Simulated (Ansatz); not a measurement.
Relaxed structures of CH7BN (charge +1), singlet (PBE0-D4/def2-TZVP; forces vanish, vibrations not checked; lower isomers may exist, and structures with a doubtful reference or unclear bonds are left out; Å). Computed with Ansatz 0.2.0 (basis: def2-TZVPP); correlated methods freeze the cores.

Q: Rank them by CCSD(T) energy, lowest first, and give each one's height above the lowest. Links in brackets join atoms within 1.22 times the sum of their covalent radii (1.1 for two metals). (Judge from chemistry; the value comes from the calculation.)
A.
CH₇BN ([BH2][NH2][CH3]), total charge +1
```
10
angstrom
B -1.1551 0.1205 -0.8689
N 0.1268 0.5102 -0.1226
C 0.7616 -0.5218 0.7578
H -1.5587 -0.9786 -0.7038
H -1.6214 0.9709 -1.5474
H -0.0746 1.3594 0.4193
H 0.8038 0.8407 -0.8213
H 1.6546 -0.1042 1.2185
H 0.0435 -0.8128 1.5211
H 1.0196 -1.3842 0.1473
```
B.
CH₇BN ([BH2][CH2][NH3]), total charge +1
```
10
angstrom
B -1.1679 0.1136 -0.8754
N 0.7590 -0.5023 0.7470
C 0.1372 0.5546 -0.1332
H -1.6111 -0.9854 -0.7330
H -1.6881 0.9159 -1.5778
H -0.0588 1.4296 0.4951
H 0.8985 0.8683 -0.8550
H 1.6079 -0.1728 1.2120
H 0.1061 -0.8056 1.4725
H 1.0050 -1.3328 0.2046
```
C.
CH₇BN ([CH2][NH][BH2]1[H][H]1), total charge +1
```
10
angstrom
B 0.5928 -0.4185 0.6471
N -0.1559 0.6104 -0.2172
C -1.3438 0.4627 -0.6459
H -1.8568 -0.4795 -0.4757
H -1.8473 1.2697 -1.1707
H 0.2688 1.5214 -0.3811
H 1.4428 -1.0829 -0.2293
H 1.1129 0.0476 1.6163
H 0.0185 -1.4527 0.7888
H 1.8830 -0.4957 0.1564
```

A: Computed: A (0.0 kJ/mol), B (28.4 kJ/mol), C (111.4 kJ/mol). Heights count from the lowest.

No T1 diagnostic of these runs exceeds 0.015.

For scale, one of the runs: CCSD(T)/def2-TZVPP, 191 basis functions, launched by `ansatz run in.yaml --threads 2 --pin off --events-out ev --progress --plain --max-ram 4352MiB`. The run took 27 s on 2 CPU threads of an Arm Neoverse V2 (shared host), with 2.1 GiB of host memory at its peak.
